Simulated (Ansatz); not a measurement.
This geometry of CH$_{3}$SSi (6 atoms, charge -1, multiplicity 1) is a first-order saddle point.

All numbers below come from RKS PBE-D4/def2-SVP in Ansatz 0.2.0.

```xyz
6
Properties=species:S:1:pos:R:3
C -0.747 0.364 -0.816
Si 0.415 0.082 0.532
S 1.436 -1.461 1.385
H -1.625 -0.316 -0.649
H -0.261 -0.038 -1.746
H 0.782 1.369 1.293
```

Question: Which two structures does it join? (They come from a converged band through this point; their orientation in space is the band's.)

Answer: No bond is made or broken. The dihedral H4–C1–Si2–S3 goes from 180 to 0°. The two ends are copies of one structure, up to a mirror image or an exchange of like atoms.

Initial state:

```xyz
6
Properties=species:S:1:pos:R:3
C -0.603 -0.017 -0.793
Si 0.457 0.011 0.598
S 2.111 -1.051 1.116
H -1.463 0.675 -0.852
H -0.473 -0.699 -1.650
H -0.028 1.080 1.581
```

Final state:

```xyz
6
Properties=species:S:1:pos:R:3
C -0.604 -0.016 -0.792
Si 0.457 0.010 0.597
S 2.111 -1.052 1.116
H -0.476 -0.698 -1.650
H -1.462 0.677 -0.851
H -0.027 1.080 1.579
```

Question: How far does it lie above each of them?

Answer: 112.8 kJ/mol above the first and 112.8 kJ/mol above the second. This is the barrier of this one path; another mechanism may lie lower. Limits of this set-up: an anion without diffuse functions, the dipole of an ion depends on the origin.

Run time: 3.9 min on 1 thread of Intel(R) Xeon(R) Processor @ 2.50GHz (Skylake/Cascade Lake), on a shared host, peak memory 0.12 GiB.
